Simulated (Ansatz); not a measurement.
**Match the barriers**

Saddle point of SiH₅O, doublet (SiH₄O ([OH][SiH3]) + H → SiH₃O ([O][SiH3]) + H₂; bonds formed: H1–H4; bonds broken: H1–O2), PBE0-D4/def2-TZVP structure:

H1  (-0.775, -1.218, -0.938)
O2  (-0.298, -1.014, 0.383)
Si3  (0.358, 0.511, 0.502)
H4  (-0.961, -1.102, -1.720)
H5  (-0.640, 1.582, 0.246)
H6  (0.793, 0.539, 1.925)
H7  (1.523, 0.703, -0.398)
(Å)

Computed with Ansatz 0.2.0 (basis: def2-TZVPP, with def2-QZVPP for the basis limit); correlated methods freeze the cores; orbitals are unrestricted. Extrapolation: Hartree–Fock as exp(−7.88 √X), correlation as X^−2.97. Four methods, as single points on the PBE0-D4 structures, gave these electronic barriers from the start structure: 9.44, 13.36, 21.52, 23.65 kcal/mol.

(1) The methods were, in alphabetical order, BLYP-D4, CCSD(T), HF, r2SCAN-D4. Which gave which? (A judgement: the text doesn't fix the answer.)

No T1 diagnostic of these runs exceeds 0.025. ⟨S²⟩ of the unrestricted Hartree–Fock references: 0.75 to 0.78 (a pure state has 0.75).

## Answers

(1) By the calculation: BLYP-D4 9.44; r2SCAN-D4 13.36; CCSD(T) 21.52; HF 23.65 kcal/mol. For comparison, CCSD(T) at an estimated basis limit (MP2 extrapolated from triple and quadruple zeta, plus CCSD(T) − MP2 in triple zeta) gives 22.75 kcal/mol.

Radical steps of this kind take place in plasma deposition and etching.

Labels in which every atom is bracketed show which atoms are joined, not bond orders.

For scale, one of the runs: CCSD(T)/def2-TZVPP, 143 basis functions, launched by `ansatz run in.yaml --threads 2 --pin off --events-out ev --progress --plain --max-ram 4352MiB`. Time: 27 s of wall clock on 2 CPU threads of an Intel Xeon Platinum 8488C; the host was shared. Peak host memory: 1.9 GiB.
